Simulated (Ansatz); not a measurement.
```yaml
crystal:
  periodic: [false, false, false]
  atoms:
    - {symbol: Li, position_ang: [-0.322891, 0.057201, 0.228101]}
    - {symbol: H, position_ang: [-0.322891, 0.107201, 0.228101]}
basis:
  gaussian: {orbitals: ANO-RCC-VTZP}
hamiltonian: {xc: {name: revPBE0}, dispersion: d4}
scf: {lower_state_search: full}
output: {forces: true}
```

```sh
$ ansatz run in.yaml --threads 2 --pin off --events-out ev --progress --plain --max-ram 20480MiB --backend cpu
```

It prints (some lines left out):

```
Functional definition: revPBE0
281 factors; their error is unknown
mean field evaluation 1: about 474.4858 eV, gradient 1.3e1 eV
mean field evaluation 2: about 474.3416 eV, gradient 1.3e0 eV
mean field evaluation 4: about 474.3383 eV, gradient 5.5e-2 eV
mean field evaluation 8: about 475.9209 eV, gradient 5.2e-4 eV
mean field evaluation 16: about 475.9210 eV, gradient 2.9e-5 eV
mean field 475.92098602 eV, 17.4897736455 hartree, gradient 2.9e-5 eV, S^2 0.000000; 0 other end points of the search recorded, 0 dependent functions left out
reference 475.92095422 eV, 17.4897724767 hartree; 2, 2 occupied and 42, 42 virtual orbitals, 281 factors
Total energy: 475.91812657 eV, 17.4896685626 hartree
Relativity: scalar
Atom 0 at    -0.322891     0.057201     0.228101 Å, force     0.000000 -16978.453249    -0.000000 eV/Å
Atom 1 at    -0.322891     0.107201     0.228101 Å, force    -0.000000 16978.453249     0.000000 eV/Å
Dipole moment:     0.000000    -0.002774     0.000000 e Å
```

Question: Something in this input is off. What?

Answer: One atom was put on top of another. The calculation finished and met its thresholds. The result belongs to that input, not to the molecule as meant.
